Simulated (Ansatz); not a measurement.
**Pressure against volume: Eu**

```cif
data_structure
_symmetry_space_group_name_H-M 'Im-3m'
_symmetry_Int_Tables_number 229
_cell_length_a 4.3841
_cell_length_b 4.3841
_cell_length_c 4.3841
_cell_angle_alpha 90.000
_cell_angle_beta 90.000
_cell_angle_gamma 90.000
_cell_volume 84.26
loop_
_atom_site_label
_atom_site_type_symbol
_atom_site_symmetry_multiplicity
_atom_site_Wyckoff_symbol
_atom_site_fract_x
_atom_site_fract_y
_atom_site_fract_z
_atom_site_occupancy
Eu1 Eu 2 a 0.00000 0.00000 0.00000 1
```

The runs use the primitive cell with vectors (-2.192, 2.192, 2.192), (2.192, -2.192, 2.192), (2.192, 2.192, -2.192) Å, to which the k mesh refers.

The structure comes from a relaxation in the same program, started in the bcc type, and has space group Im-3m. Whether it is a known phase or the ground state wasn't checked.

Semilocal functionals without a Hubbard term describe localised f shells poorly; where the shell is localised, the real material differs.

Other magnetic orders may lie lower; this is the state that the run reached.

No spin–orbit coupling, which matters for the heavy atoms here.

Methods: DFT, PBE, all-electron LAPW, scalar-relativistic (Ansatz 0.2.0); DFT, PBE, PAW with Ansatz's default frozen-core files, scalar-relativistic (Ansatz 0.2.0).

For LAPW: a Γ-centred 14×14×14 k mesh, Fermi–Dirac smearing of 0.05 eV, basis error target 1 meV/atom, spin-polarised from start moments Eu 7 μB. PAW takes a cutoff of 420 eV at this cell. The Ansatz runs share mesh, smearing and spin set-up. Plane-wave (PAW) pressures include the program's estimate of the Pulay term.

The cell above is scaled evenly, with fractional coordinates and shape held.

```tsv
V/V(cell)	V (Å³/atom)	P, LAPW (GPa)	P, PAW (GPa)	moment, LAPW (μB)	free energy over the lowest listed, PAW (meV/atom)
0.9600	40.447	0.67	0.61	7.24	3.1
0.9800	41.290	0.36	0.29	7.25	0.8
1.0000	42.132	0.07	0.01	7.26	0.0
1.0200	42.975	-0.19	-0.25	7.27	0.6
1.0400	43.818	-0.43	-0.49	7.28	2.6
```

What do Birch–Murnaghan fits to the pressures give?

LAPW: V0 = 42.35 Å³/atom, B0 = 13 GPa, B0′ = 3.7; PAW: V0 = 42.15 Å³/atom, B0 = 14 GPa, B0′ = 3.7.

PAW's V0 lies -0.47 % from the all-electron value and its B0 0.8 %. Symmetry fixes shape and coordinates here, so this is the relaxed modulus.
